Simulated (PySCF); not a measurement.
Species: C₅H₅N.
Structure used (PBE0-D3(BJ)/def2-SVP), in Å, numbered top down from 1:
```xyz
11
C5H5N angstrom
C      2.3106    0.9541   -0.2328
C      1.1449    0.6391   -0.1147
C     -0.2087    0.2018    0.0354
C     -1.2558    1.0432   -0.0589
C     -0.4293   -1.2425    0.3031
N      0.4504   -2.1476    0.4106
H      3.3383    1.2500   -0.3405
H     -1.1206    2.1079   -0.2569
H     -2.2750    0.6664    0.0627
H     -1.4901   -1.5254    0.4143
H      1.3878   -1.7436    0.2834
```

The calculation used core-valence-separated Tamm–Dancoff BHandHLYP/aug-pcX-1 (pcseg-1 on H) in PySCF, non-relativistic, gas phase, PBE0-D3(BJ)/def2-SVP geometry. Absolute energies from this functional tend to lie a few eV below measured edges; no shift was applied.

(1) Give energies, oscillator strengths and core holes at the C K edge.

(2) What does the N 1s absorption edge look like?

## Answers

(1) 
| E (eV) | f | core hole on | main final orbital | polarisation |
| --- | --- | --- | --- | --- |
| 281.91 | 0.0612 | C4 | LUMO (87 %) | out of plane |
| 283.02 | 0.0052 | C3 | LUMO (77 %) | out of plane |
| 283.05 | 0.0946 | C3 + C5 | LUMO (52 %) | out of plane |
| 283.12 | 0.0631 | C1 | LUMO (51 %) | out of plane |
| 283.37 | 0.0344 | C2 | LUMO (58 %) | out of plane |
| 283.65 | 0.1014 | C1 | spread | in plane |
| 283.69 | 0.0166 | C2 | LUMO+4 (32 %) | in plane |
| 285.69 | 0.0196 | C2 | LUMO (40 %) | out of plane |
| 286.15 | 0.0108 | C1 | LUMO+2 (70 %) | in plane |
| 286.42 | 0.0090 | C5 | LUMO (54 %) | out of plane |
| 286.47 | 0.0097 | C4 | LUMO+1 (84 %) | in plane |
| 286.52 | 0.0038 | C1 | LUMO (45 %) | out of plane |
| 286.80 | 0.0046 | C3 | LUMO+3 (86 %) | out of plane |
| 286.94 | 0.0051 | C2 | LUMO+2 (53 %) | in plane |
| 286.94 | 0.0272 | C4 | spread | in plane |
| 287.04 | 0.0035 | C1 | LUMO+6 (45 %) | in plane |
| 287.31 | 0.0017 | C3 | LUMO+5 (35 %) | in plane |
| 287.36 | 0.0230 | C5 | LUMO+5 (35 %) | in plane |
| 287.44 | 0.0007 | C4 | LUMO+3 (95 %) | – |
| 287.51 | 0.0053 | C1 | LUMO+4 (56 %) | in plane |
| 287.59 | 0.0010 | C2 | LUMO+1 (52 %) | in plane |
| 287.75 | 0.0073 | C1 | LUMO+9 (83 %) | out of plane |

The first line with a tenth or more of the strongest one's intensity is at 281.91 eV (f = 0.061), with the hole on C4 (terminal =CH2 carbon), polarised out of plane: a 1s→π* resonance. The strongest listed is at 283.65 eV (f = 0.101; C1).

(2) 
```tsv
E (eV)	f	core hole on	main final orbital	polarisation
395.66	0.0575	N6	LUMO (50 %)	out of plane
400.30	0.0016	N6	LUMO+3 (48 %)	out of plane
400.34	0.0175	N6	LUMO+6 (36 %)	in plane
401.24	0.0016	N6	LUMO+5 (42 %)	in plane
401.57	0.0007	N6	LUMO+4 (40 %)	–
401.88	0.0029	N6	LUMO+1 (37 %)	in plane
402.13	0.0021	N6	LUMO+7 (41 %)	out of plane
```

The first line with a tenth or more of the strongest one's intensity is at 395.66 eV (f = 0.058), with the hole on N6 (imine nitrogen), polarised out of plane: a 1s→π* resonance. It is also the strongest listed.

Roots within 0.03 eV whose holes lie on the same, on equivalent or on shared atoms are summed into one line, and the highest roots are left out, as the search may have cut off their partners. Final orbitals are the ground state's empty Kohn–Sham orbitals. A dash: too weak, shared between unlike atoms, or no plane or axis to refer to.

Task: What are the wavelength and the wavenumber of the 283.05 eV line?

Result: λ = 12398.42 eV Å/283.05 eV = 43.803 Å; 2.2830 × 10⁶ cm⁻¹.

Only the lowest roots of each edge were sought.

The run took about 25 s of CPU time (one thread, shared machine).

One conformer stands for the species.
